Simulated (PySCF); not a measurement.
Simulated outer-valence photoelectron spectrum of `[SiH3][SiH2][SiH3]`. Method used: EOM-IP-CCSD/aug-cc-pVDZ in PySCF, restricted Hartree–Fock reference, frozen core, non-relativistic, gas phase, PBE0-D3(BJ)/def2-SVP geometry.

Each root has a Gaussian of 0.6 eV full width with its one-hole share as area; cross sections and vibrations are left out, and the highest printed point is 100.

(ionisation energy (eV), intensity): (9.2, 1), (9.4, 4), (9.6, 15), (9.8, 31), (10.0, 35), (10.2, 24), (10.4, 18), (10.6, 29), (10.8, 36), (11.0, 25), (11.2, 11), (11.4, 9), (11.6, 23), (11.8, 43), (12.0, 64), (12.2, 87), (12.4, 100), (12.6, 90), (12.8, 71), (13.0, 48), (13.2, 23), (13.4, 7), (13.6, 1), (13.8, 0), (14.0, 0), (14.2, 0), (14.4, 0), (14.6, 0), (14.8, 0), (15.0, 0), (15.2, 0), (15.4, 0), (15.6, 4), (15.8, 14), (16.0, 28), (16.2, 31), (16.4, 19), (16.6, 6), (16.8, 1), (17.0, 0)

Q: Where are the maxima, and how many lines lie under the curve?

A: 4 maxima, at 9.9, 10.8, 12.4 and 16.1 eV, from 8 lines. At this width some lines have no maximum of their own.

Q: List the lines with their holes.

A: 
```tsv
E (eV)	leading hole (HF orbital)	area	Koopmans (eV)
9.93	HOMO	0.95	10.44
10.79	HOMO-1	0.95	11.47
11.86	HOMO-2	0.94	12.69
12.32	HOMO-3	0.94	13.09
12.33	HOMO-4	0.94	13.12
12.62	HOMO-5	0.93	13.41
12.93	HOMO-6	0.93	13.78
16.14	HOMO-7	0.86	17.77
```

The widest gap, 3.21 eV, lies between 12.93 and 16.14 eV. Only orbitals with −ε under 21 eV, eight at most, were ionised, so the high end of the curve may lack lines.
